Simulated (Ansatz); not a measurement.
**Relaxing CdSn₂**

Method: DFT PBE, scalar-relativistic, plane waves, PAW (Ansatz). Cutoff 420 eV, Γ-centred k mesh, Gaussian smearing, no spin polarisation in the final step.

CdSn₂ was placed on the fluorite structure type (Fm-3m, No. 225), with Cd in place of Ca, Sn in place of F, at a guessed volume.

```yaml
crystal:
  lattice:
    - [0.00000, 3.32788, 3.32788]
    - [3.32788, 0.00000, 3.32788]
    - [3.32788, 3.32788, 0.00000]
  atoms:
    - { symbol: Cd, position: [0.00000, 0.00000, 0.00000] }
    - { symbol: Sn, position: [0.25000, 0.25000, 0.25000] }
    - { symbol: Sn, position: [0.75000, 0.75000, 0.75000] }
```

Steps on the 4×4×4 mesh (3 atoms). 4 of 4 steps are shown, and the free energy counts from the last. Trial steps that were taken back and renewals of the plane-wave basis can be among the rows.

| step | ΔF (meV/atom) | V (Å³/atom) | P (GPa) |
| --- | --- | --- | --- |
| 1 | 142.6 | 24.57 | 11.77 |
| 2 | 3.9 | 28.34 | 1.39 |
| 3 | 0.8 | 28.94 | 0.36 |
| 4 | 0.0 | 28.94 | 0.34 |

A final relaxation ran on a 12×12×12 mesh. The relaxed crystal, Fm-3m (No. 225):

```cif
data_structure
_symmetry_space_group_name_H-M 'Fm-3m'
_symmetry_Int_Tables_number 225
_cell_length_a 7.0671
_cell_length_b 7.0671
_cell_length_c 7.0671
_cell_angle_alpha 90.000
_cell_angle_beta 90.000
_cell_angle_gamma 90.000
_cell_volume 352.95
loop_
_atom_site_label
_atom_site_type_symbol
_atom_site_symmetry_multiplicity
_atom_site_Wyckoff_symbol
_atom_site_fract_x
_atom_site_fract_y
_atom_site_fract_z
_atom_site_occupancy
Cd1 Cd 4 a 0.00000 0.00000 0.00000 1
Sn1 Sn 8 c 0.25000 0.75000 0.75000 1
```

- Volume per atom: 29.41 Å³
- Density: 6.58 g/cm³
- Energy over the elements: 0.10 eV/atom
- Gap on the 12×12×12 mesh: 0 eV (a metal)

Energies over the elements count from the elements' standard structures at the same level, with no empirical corrections.

The final run used a 12×12×12 mesh on its 3-atom cell and 0.10 eV smearing. The k mesh leaves about 4 meV/atom of noise in metals.

A structure relaxed within its symmetry needn't be a true minimum.

Cost: 3 runs of about 0.74 core-minutes in all, on Arm Neoverse V2 (shared hosts).